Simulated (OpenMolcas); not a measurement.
## BH2 (boron dihydride): methods side by side

BH2 has 3 atoms, charge 0, and is taken as a doublet. As SMILES, `[BH2]`. Geometry: relaxed at PBE0-D4/def2-TZVP.

```tsv
atom	x (Å)	y (Å)	z (Å)
B	0.2651	-0.1677	0.1297
H	0.2921	1.0149	0.2708
H	-0.5572	-0.8473	-0.4006
```

Each level gives the electronic atomisation energy (eV). The values are calculated. Electronic energies at fixed atoms, without zero-point motion or spin-orbit coupling.

```
                level                   kind     program  value (eV)  less CCSD(T)/def2-TZVPPD  CPU time (all runs)
      UHF/def2-TZVPPD           Hartree–Fock  OpenMolcas        6.23                     -1.01                6.1 s
 U-revPBE/def2-TZVPPD                    GGA  OpenMolcas        7.34                     +0.10                 16 s
    UBLYP/def2-TZVPPD                    GGA  OpenMolcas        7.46                     +0.22                 17 s
    UTPSS/def2-TZVPPD               meta-GGA  OpenMolcas        7.73                     +0.49                 23 s
   UB3LYP/def2-TZVPPD          global hybrid  OpenMolcas        7.57                     +0.33                 17 s
   UBHLYP/def2-TZVPPD          global hybrid  OpenMolcas        7.53                     +0.29                 17 s
  UM06-2X/def2-TZVPPD        hybrid meta-GGA  OpenMolcas        7.52                     +0.28                 23 s
ROCCSD(T)/def2-TZVPPD  coupled cluster or CI  OpenMolcas        7.24                      0.00                 11 s
```

Differences are taken from ROCCSD(T)/def2-TZVPPD for orientation; it has basis-set and higher-order errors of its own. The values span 6.23 to 7.73 eV. Times are those of the runs behind each value, whatever else they computed, on shared processors of several kinds: orders of magnitude only.
